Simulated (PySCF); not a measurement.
# Oxygen: a sound run and one with changed settings

Sound run: O [He] 2s2 2p4, O⁺ [He] 2s2 2p3. Computed with PySCF 2.14 in def2-SVP, with the non-relativistic Hamiltonian (point nucleus). The sound run starts from symmetry-adapted Hartree-Fock orbitals and uses a fine grid where one is needed.

Changed run: 26 angular points. This setting is unsound on purpose.

| species | method | sound run (hartree) | changed run (hartree) | converged |
| --- | --- | --- | --- | --- |
| O | UHF | -74.72010 | -74.72010 | yes |
| O | BP86 | -74.99134 | -74.99049 | yes |
| O | PBE | -74.91467 | -74.91392 | yes |
| O⁺ | UHF | -74.27607 | -74.27607 | yes |
| O⁺ | BP86 | -74.47389 | -74.47389 | yes |
| O⁺ | PBE | -74.40404 | -74.40404 | yes |

Ionisation energy of O:

```json
{"method": "UHF", "sound run (eV)": "12.083", "changed run (eV)": "12.083"}
{"method": "BP86", "sound run (eV)": "14.080", "changed run (eV)": "14.057"}
{"method": "PBE", "sound run (eV)": "13.895", "changed run (eV)": "13.874"}
```

A coarse angular grid integrates products of high-l functions wrongly, so density functionals can shift, and the SCF can exploit the error; Hartree-Fock and MP2 need no grid.

For comparison, NIST gives 13.618 eV between the lowest levels.
